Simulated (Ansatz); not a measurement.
C₃H₇NS (`CCNC=S`). Total charge 0; spin multiplicity 1. The geometry is a stationary point of PBE0-D4/def2-TZVP. It is one conformer, not always the lowest.

```xyz
12

C     0.447   -1.546   -0.161
C    -0.565   -0.484    0.228
N    -0.289    0.799   -0.378
C     0.121    1.886    0.271
S     0.489    3.331   -0.401
H     1.451   -1.261    0.157
H     0.194   -2.502    0.303
H     0.464   -1.695   -1.243
H    -0.571   -0.338    1.310
H    -1.575   -0.802   -0.054
H    -0.359    0.884   -1.383
H     0.193    1.728    1.350
```

Question: What is the dipole moment at ωB97M-V/def2-TZVPP? (Best estimate.)

Answer: Computed: 5.07 D, with components (-1.20, -4.89, 0.55) D in this frame, pointing from negative to positive charge.

Question: And with PBE, r2SCAN, B3LYP? (Best estimate.)

Answer: Computed: PBE 4.99 D, r2SCAN 5.17 D, B3LYP 5.05 D.

Question: Give the Mulliken charges with ωB97M-V, B3LYP, r2SCAN in def2-TZVPP. (Estimate.)

Answer: Ansatz gave: 
```
atom  ωB97M-V  B3LYP  r2SCAN
  C1    -0.27  -0.22   -0.11
  C2    -0.09  -0.03    0.06
  N3    -0.09  -0.10   -0.12
  C4    -0.01   0.01    0.05
  S5    -0.28  -0.32   -0.32
  H6     0.11   0.09    0.05
  H7     0.10   0.08    0.04
  H8     0.10   0.08    0.04
  H9     0.09   0.07    0.04
 H10     0.11   0.09    0.05
 H11     0.12   0.14    0.15
 H12     0.10   0.10    0.08
```

B3LYP here is the variant with VWN-RPA as its local correlation; programs differ in this.
